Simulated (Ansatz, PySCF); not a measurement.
This singlet lies 0.87 eV below the relaxed triplet at the level frozen-core CCSD(T)/cc-pVTZ // B3LYP-D3(BJ)/def2-TZVP (Ansatz, an electronic-structure program).

B3LYP has the VWN-RPA correlation part, as in Gaussian. 

Cartesian coordinates (Å):
SMILES: C[C]F
```xyz
6

C     -0.4144     0.0382    -0.0019
C      0.8668    -0.6895     0.1606
F      1.8481     0.1574    -0.1140
H     -1.0418    -0.5616    -0.6707
H     -0.9197    -0.0179     0.9707
H     -0.3391     1.0734    -0.3446
```
Charge 0, multiplicity 1.

Q: Predict the total energy, LUMO, HOMO–LUMO gap, dipole moment and HOMO from B3LYP-D3(BJ)/def2-TZVP (PySCF).

A: 
- total energy = -177.8249 Ha
- LUMO = -2.29 eV
- HOMO–LUMO gap = 4.31 eV
- dipole moment = 2.34 D
- HOMO = -6.60 eV
